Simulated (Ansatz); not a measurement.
# How far each method lies from RCCSDTQ for AlGeH$_{3}$ (H-bridged), singlet

Geometry: a PBE0/def2-TZVP stationary point for this spin, not checked as a minimum.

```xyz
5

Ge   -0.0422    0.0000    0.6623
Al    0.0200    0.0000   -1.8257
H     0.7497   -1.0660   -0.3437
H     0.7497    1.0660   -0.3437
H     1.0071    0.0000    1.8288
```

Basis cc-pVDZ; Ansatz 0.2.0. Correlated methods freeze the noble-gas cores and the filled d shells of p-block atoms, which leaves 10 electrons in 41 orbitals. R marks a restricted (for open shells ROHF) determinant. Active spaces: valence = (10e, 11o) chosen from the atoms' valence shells. No spin–orbit coupling is included, and no scalar relativity.

Full CI isn't at hand for all of this; RCCSDTQ serves as the reference, and is uncertain by about the last step of the cluster series.

- UHF ⟨S²⟩: 0.000
- T1 diagnostic (RCCSD): 0.0179
- largest doubles amplitude (RCCSD): 0.084

```tsv
level	E − E(RCCSDTQ) (mEh)	share of correlation (%)	wall time
RHF	208.49	0.00	–
RMP2	47.79	77.08	–
CISD	26.76	87.16	1.1 s
RCCSD	8.76	95.80	–
RCCSD(T)	1.74	99.17	2.2 s
BCCD(T)	1.70	99.19	1.4 s
RCCSDT	0.46	99.78	–
RCCSDT(Q)	0.04	99.98	6.5 s
CASSCF (valence space)	116.43	44.16	–
NEVPT2 (valence space)	30.17	85.53	6 s (H100)
MRCISD (valence space)	8.02	96.15	–
MRCISD+Q (valence space)	0.66	99.68	22 s (H100)
```

The correlation energy at RCCSDTQ, counted from RHF, is -5.673 eV. That run took 9 s on 2 threads of AMD EPYC 7R13 with a shared H100 80 GB, shared host.

Times hold each run's SCF and search for its determinant on a shared host, so for small cases they say little of a method's own cost; rows without a card ran on 1 thread of AMD EPYC 7R13.

Natural occupations of CASSCF (valence space) about the gap: 1.987 1.967 1.961 1.952 1.907 0.068 0.048 0.035 0.032 0.027; effectively unpaired electrons, Σ n²(2−n)², 0.09.

Atomization energy (electronic, same basis, no zero-point term; atoms at the same level, unrestricted beside the R rows where the molecule is a closed shell, but restricted open-shell past Ca, as are all atoms' steps beyond CCSDT(Q)) at RCCSDTQ: 986.3 kJ/mol. Errors of other levels:

```
                   level  error (kJ/mol)
                     RHF          -262.5
                    RMP2           -34.1
                    CISD           -63.2
                   RCCSD           -17.4
                RCCSD(T)            -2.8
                 BCCD(T)            -2.6
                  RCCSDT            -1.1
               RCCSDT(Q)            -0.1
  CASSCF (valence space)          -106.8
  NEVPT2 (valence space)           -25.9
  MRCISD (valence space)           -18.1
MRCISD+Q (valence space)            -6.8
```

This basis is far from its limit, so the value isn't to be set against a measured one. Truncated CI isn't size-consistent, which counts against it in atomization.
